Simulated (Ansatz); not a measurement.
Stepwise reaction of `S[SiH2]S` with hydrogen, as a gas-phase model of exchange steps in deposition or etching. ΔE in kJ/mol; ΔG adds harmonic PBE0-D4 terms to CCSD(T)/CBS, at 1 bar.

Isolated molecules relaxed with PBE0-D4/def2-TZVP in Ansatz; ΔE leaves out vibrations. CBS: MP2 limit from def2 TZ/QZ plus the TZ coupled-cluster correction, frozen cores. This one scheme is used for every species. DFT in def2-TZVPP. B3LYP here is the variant with VWN-RPA as its local correlation; programs differ in this. Each species was taken in one conformer, which may not be the lowest.

```
step                           reaction  PBE-D4  B3LYP-D4  ωB97M-V  CCSD(T)/CBS  ΔG(600 K)
   1  `S[SiH2]S` + H₂ → `[SiH3]S` + H₂S    45.9      38.9     39.1         41.1       29.9
   2        `[SiH3]S` + H₂ → SiH₄ + H₂S    37.2      30.7     32.0         34.0       35.7
```

(1) By hand: ΔE of the 2 steps together at CCSD(T)/CBS.

Answers

(1) (41.1) + (34.0) = 75.1 kJ/mol, or 37.5 kJ/mol a step.

In ΔE each step is lower than the one before. All are uphill at CCSD(T)/CBS. ΔG lies between 29.9 and 35.7 kJ/mol a step. PBE-D4 differs from CCSD(T)/CBS by 3.2 to 4.8 kJ/mol a step. Isolated molecules leave out the surface, adducts and barriers. Largest T1 diagnostic: 0.011.
